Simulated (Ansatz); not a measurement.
Which is lower?

Two relaxed structures of C2H3Si (charge -1), singlet (PBE0-D4/def2-TZVPD; forces vanish, vibrations not checked).

A:

C1  (1.093, -2.022, 1.067)
C2  (0.555, -1.027, 0.542)
Si3  (-0.209, 0.386, -0.204)
H4  (-1.459, 0.086, -0.985)
H5  (0.660, 1.125, -1.186)
H6  (-0.640, 1.452, 0.767)
(Å)

B:

C1  (1.083, -1.982, 0.934)
C2  (0.549, -0.994, 0.459)
Si3  (-0.448, 0.381, -0.366)
H4  (1.555, -2.840, 1.351)
H5  (0.750, 1.071, -1.033)
H6  (-0.475, 1.314, 0.853)
(Å)

Program: Ansatz 0.2.0. Basis: def2-TZVPPD. Cores are frozen in the correlated methods. B3LYP uses VWN-RPA correlation.

(1) Which structure is lower at CCSD(T), and by how much? (An estimate is asked for; the value comes from the calculation.)

(2) Do the other methods give the same order? (A judgement: the text doesn't fix the answer.)

The T1 diagnostic stays at or below 0.017.

Answers

(1) By the calculation: B, by 0.018 eV (electronic energy, against the other); a gap this small isn't resolved in one triple-zeta basis. By their contacts, A is C₂H₃Si ([C][C][SiH3]), total charge -1 and B is C₂H₃Si ([CH][C][SiH2]), total charge -1.

(2) Computed: Not all: HF, MP2 give the other order.

| method | E(B) − E(A) (eV) |
| --- | --- |
| PBE-D4 | -0.198 |
| r2SCAN-D4 | -0.054 |
| PBE0-D4 | -0.137 |
| B3LYP-D4 | -0.057 |
| wB97M-V | -0.016 |
| HF | 0.202 |
| MP2 | 0.021 |
| CCSD | -0.020 |
| CCSD(T) | -0.018 |

Labels in which every atom is bracketed show which atoms are joined, not bond orders.

For scale, one of the runs: CCSD(T)/def2-TZVPPD, 173 basis functions, launched by `ansatz run in.yaml --threads 2 --pin off --events-out ev --progress --plain --max-ram 4352MiB`. Time: 17 s of wall clock on 2 CPU threads of an Arm Neoverse V2; the host was shared. Peak host memory: 1.4 GiB.
